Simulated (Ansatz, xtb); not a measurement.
Molecule: CH₅O (charge +1, singlet). It need not be the lowest isomer of its formula. 
Structure (B3LYP-D3(BJ)/def2-TZVP (Ansatz, a program for electronic structure) minimum search):
```xyz
7

C     -0.0253     0.7966     0.0062
O     -0.0097    -0.7215     0.0568
H     -1.0760     1.0586     0.0620
H      0.8807    -1.1190     0.1070
H      0.5157     1.1027     0.8946
H      0.4496     1.1089    -0.9184
H     -0.5406    -1.1585    -0.6365
```
Charge +1, spin multiplicity 1.

Harmonic wavenumbers from GFN2-xTB (xtb, at its own minimum), cm⁻¹: 298, 896, 896, 937, 1116, 1162, 1359, 1404, 1410, 1422, 3046, 3064, 3067, 3253, 3259.

Question: Give the harmonic wavenumbers at B3LYP-D3(BJ)/def2-TZVP (Ansatz, finite differences of forces, unscaled).

Answer: 243, 681, 799, 929, 1166, 1280, 1467, 1476, 1481, 1673, 3094, 3216, 3221, 3626, 3703 cm⁻¹. Zero-point energy 40.1 kcal/mol.

Question: From these and the geometry, give the ideal-gas thermochemistry at 298.15 K and 1 atm (rigid rotor, harmonic oscillator).

Answer: Point group Cs, rotational symmetry number 1. Rotational constants 104.6, 21.01, 20.16 GHz. S(trans) 36.42, S(rot) 19.52, S(vib) 2.56, S(elec, spin only) 0.00, S 58.5 cal/(mol K). H(298) - H(0) 2.87 kcal/mol; G - E(el) 25.5 kcal/mol.
